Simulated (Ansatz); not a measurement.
Geometry optimisation, RKS PBE/def2-SVP in Ansatz.

Input:

```yaml
crystal:
  periodic: [false, false, false]
  atoms:
    - { symbol: B, position_ang: [0.078024, 0.43543, -0.373898] }
    - { symbol: O, position_ang: [-0.000178, 0.122191, 2.220213] }
    - { symbol: H, position_ang: [-0.835369, -0.343985, 2.027419] }
    - { symbol: "N", position_ang: [1.319731, 0.058746, -0.887649] }
    - { symbol: H, position_ang: [1.51394, -0.879002, -1.238598] }
    - { symbol: H, position_ang: [2.141981, 0.661981, -0.867372] }
    - { symbol: H, position_ang: [-0.860787, -0.335573, -0.458603] }
    - { symbol: H, position_ang: [-0.079024, 1.568654, 0.002792] }
    - { symbol: H, position_ang: [-0.152217, 0.992359, 1.771296] }
basis:
  gaussian: { orbitals: def2-SVP }
hamiltonian:
  xc: pbe
relax:
  f_tol: 0.03
  max_steps: 50
```

Run as:

```bash
$ ansatz run input.yaml --threads 1 --pin off --max-ram 2048MiB --backend cpu --events-out ev --progress --plain --runs-dir out
```

**Question.** Where does it end, and by what steps?

**Answer.** The forces met the threshold. After 6 steps the energy has fallen by 0.023 eV; H9 moved furthest, 0.17 Å.

```csv
step,energy less start (eV),largest force component (eV/Å),accepted
0,0.0000,0.524,yes
1,-0.0177,0.231,yes
2,-0.0190,0.342,yes
3,-0.0206,0.274,yes
4,-0.0211,0.237,yes
5,-0.0224,0.041,yes
6,-0.0226,0.006,yes
```

```xyz
9
Properties=species:S:1:pos:R:3
B 0.082 0.451 -0.440
O -0.044 0.119 2.339
H -0.813 -0.373 1.995
N 1.328 0.050 -0.920
H 1.527 -0.901 -1.232
H 2.148 0.657 -0.923
H -0.852 -0.331 -0.472
H -0.071 1.611 -0.089
H -0.181 0.998 1.937
```

Whether the end is a true minimum wasn't checked by a vibrational analysis.

The run took 11 s on 1 thread of Arm Neoverse V2 (shared host), peak memory 0.13 GiB.
